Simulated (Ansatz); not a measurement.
## Pulling the pair apart

The pair of CH5N (SMILES CN, atoms 1–7) and SiH4 (SMILES [SiH4], atoms 8–12), both closed shells, in one local arrangement (a lower one may exist), relaxed at PBE0-D4/def2-TZVP:

C1  (-0.713, -0.219, -1.699)
N2  (0.583, 0.392, -1.467)
H3  (-1.248, -0.546, -0.795)
H4  (-0.591, -1.090, -2.347)
H5  (-1.356, 0.486, -2.230)
H6  (1.211, -0.246, -0.997)
H7  (0.502, 1.217, -0.888)
Si8  (0.322, 0.001, 2.084)
H9  (1.637, 0.635, 1.807)
H10  (-0.767, 0.873, 1.576)
H11  (0.166, -0.183, 3.548)
H12  (0.255, -1.320, 1.409)
(Å)

SiH4 is shifted rigidly along the line between the mean atom positions of the two fragments (negative: closer). Counterpoise interaction energies in kJ/mol. Computed with Ansatz 0.2.0 (basis: def2-TZVPPD); correlated methods freeze the cores. B3LYP uses VWN-RPA correlation.

| shift (Å) | wB97M-V | B3LYP-D4 | MP2 |
| --- | --- | --- | --- |
| -0.36 | -3.3 | -1.3 | -0.1 |
| -0.18 | -5.5 | -4.6 | -3.2 |
| 0.00 | -5.9 | -5.7 | -4.2 |
| 0.18 | -5.4 | -5.6 | -4.3 |
| 0.43 | -4.4 | -4.6 | -3.7 |
| 0.90 | -2.6 | -2.6 | -2.3 |
| 1.79 | -0.9 | -0.7 | -0.8 |
| 3.58 | -0.1 | -0.1 | -0.1 |

Task: What does CCSD(T) give at these shifts? (An estimate is asked for; the value comes from the calculation.)

Result: By the calculation: -0.2, -3.4, -4.5, -4.6, -4.0, -2.5, -0.8, -0.1 kJ/mol. For zero shift, CCSD(T) at an estimated basis limit (MP2 extrapolated from triple and quadruple zeta, plus CCSD(T) − MP2 in triple zeta) gives -5.6 kJ/mol. These are counterpoise interaction energies, counted from the two frozen fragments.

No T1 diagnostic of these runs exceeds 0.011.

For scale, one of the runs: CCSD(T)/def2-TZVPPD, 275 basis functions, launched by `ansatz run in.yaml --threads 4 --pin off --events-out ev --progress --plain --max-ram 9574MiB`. Time: 99 s of wall clock on 4 CPU threads of an Intel Xeon Platinum 8375C; the host was shared. Peak host memory: 7.3 GiB.
